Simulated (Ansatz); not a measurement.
# C2H4F2O2: one species, many methods

One table from this session's results is given with a row withheld; the runs are named, their logs left out.

Program: Ansatz 0.2.0, Gaussian basis. Level of theory: functionals in def2-TZVPP, the program's frozen cores in correlated methods. These are calculated values, not measurements.

Levels to be run: PBE-D4, r2SCAN-D4, PBE0-D4, B3LYP-D4, ωB97X-V, ωB97M-V, B2PLYP; CCSD(T)/def2-TZVPP; MP2/def2-QZVPP; extrapolation to the limit.

## Structure used throughout

The geometry comes from an earlier relaxation with PBE0-D4 in a triple-zeta def2 set; it is a stationary point, not always the lowest conformer.

SMILES `OCC(O)(F)F`, 10 atoms, charge 0, spin multiplicity 1.

Atoms are counted from 1 here; the program's logs count them from 0.

Bond lengths: O1–C2 1.396 Å, O1–H7 0.962 Å, C2–C3 1.515 Å, C2–H8 1.097 Å, C2–H9 1.090 Å, C3–O4 1.357 Å, C3–F5 1.356 Å, C3–F6 1.361 Å, O4–H10 0.965 Å. Angles: C2–O1–H7 108.0°, O1–C2–C3 112.3°, O1–C2–H8 112.9°, O1–C2–H9 107.9°, C3–C2–H8 107.1°, C3–C2–H9 107.9°, H8–C2–H9 108.6°, C2–C3–O4 109.8°, C2–C3–F5 111.7°, C2–C3–F6 109.3°, O4–C3–F5 109.9°, O4–C3–F6 110.7°, F5–C3–F6 105.3°, C3–O4–H10 109.1°.

Coordinates:

```xyz
10
C2H4F2O2
O    -0.94110   -1.46075   -0.32559
C    -0.08433   -0.78691    0.54594
C     0.12506    0.65809    0.14188
O     0.61988    0.71625   -1.11983
F    -1.02493    1.37285    0.22035
F     0.97763    1.25144    1.02056
H    -0.57683   -1.39097   -1.21343
H     0.90806   -1.25024    0.61287
H    -0.53932   -0.79491    1.53690
H     0.61898    1.63396   -1.41665
```

The first run:

in.yaml reads:

```yaml
crystal:
  periodic: [false, false, false]
  atoms:
    - {symbol: O, position_ang: [-0.941100, -1.460749, -0.325591]}
    - {symbol: C, position_ang: [-0.084329, -0.786909, 0.545944]}
    - {symbol: C, position_ang: [0.125058, 0.658088, 0.141876]}
    - {symbol: O, position_ang: [0.619883, 0.716251, -1.119834]}
    - {symbol: F, position_ang: [-1.024931, 1.372846, 0.220353]}
    - {symbol: F, position_ang: [0.977630, 1.251438, 1.020559]}
    - {symbol: H, position_ang: [-0.576833, -1.390973, -1.213428]}
    - {symbol: H, position_ang: [0.908062, -1.250237, 0.612870]}
    - {symbol: H, position_ang: [-0.539324, -0.794912, 1.536901]}
    - {symbol: H, position_ang: [0.618983, 1.633958, -1.416650]}
basis:
  gaussian: {orbitals: def2-TZVPP}
hamiltonian: {xc: pbe, dispersion: d4}
output: {forces: true, orbitals: {seedname: orbitals}}
```

Launch:

```sh
$ ansatz run in.yaml --threads 4 --pin off --events-out ev --progress --plain --max-ram 10444MiB
```

Among the steps run: PBE-D4 (GGA); r2SCAN-D4 (meta-GGA); PBE0-D4 (hybrid); B3LYP-D4 (hybrid); ωB97X-V (range-separated); ωB97M-V (range-separated); B2PLYP (double hybrid); CCSD(T) in def2-TZVPP; MP2 in def2-QZVPP.

One table of the session follows, with a row left open; its other results are not shown here.

It belongs to the step «Atomisation energies». 

```
            method  atomisation energy (eV)
            PBE-D4                        ?
         r2SCAN-D4                   41.293
           PBE0-D4                   41.198
          B3LYP-D4                   40.852
           ωB97X-V                   41.220
           ωB97M-V                   41.294
            B2PLYP                   40.591
     HF/def2-TZVPP                   27.968
    MP2/def2-TZVPP                   41.375
   CCSD/def2-TZVPP                   39.193
CCSD(T)/def2-TZVPP                   39.981
           MP2/CBS                   42.566
       CCSD(T)/CBS                   41.171
```

Estimate the missing values for PBE-D4.

As computed: atomisation energy (eV): 42.605. In the column «atomisation energy (eV)» it is the highest.
